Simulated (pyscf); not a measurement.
HO–As(OH)–AsH₂ (SMILES O[As](O)[AsH2]) + H₂ (SMILES [H][H]) -> HO–AsH–OH (SMILES O[AsH]O) + AsH₃ (SMILES [AsH3]) (four-centre exchange; singlet surface; As–As, H–H broken, As–H, As–H formed). PySCF, gas phase, ωB97X-D3(BJ)/def2-SVP geometries. Energies in kcal/mol from the separated reactants.

```tsv
level	barrier	reaction energy
PBE/def2-TZVP	…	+5.9
B3LYP-D3(BJ)/def2-TZVP	47.9	+5.9
PBE0-D3(BJ)/def2-TZVP	46.0	+5.6
M06-2X/def2-TZVP	51.9	+5.9
ωB97M-D3(BJ)/def2-TZVP	51.8	+3.1
HF/def2-TZVP	…	…
```

Task: What belongs in the gaps?

Result: 
- PBE/def2-TZVP, barrier: 40.8
- HF/def2-TZVP, barrier: 72.3
- HF/def2-TZVP, reaction energy: -3.4

The functionals in the table span 11.1 kcal/mol in this barrier, from PBE to M06-2X. The same reactants have a lower exit, to HO–As•–OH + AsH₂• + H₂ (no saddle counted: cutting one bond costs +46.8 kcal/mol at ωB97M-D3(BJ)/def2-TZVP, against +51.8 kcal/mol here). This is the saddle that the search found; another between the same sides may lie lower. Elements up to Kr have no core potential and no relativistic terms here.
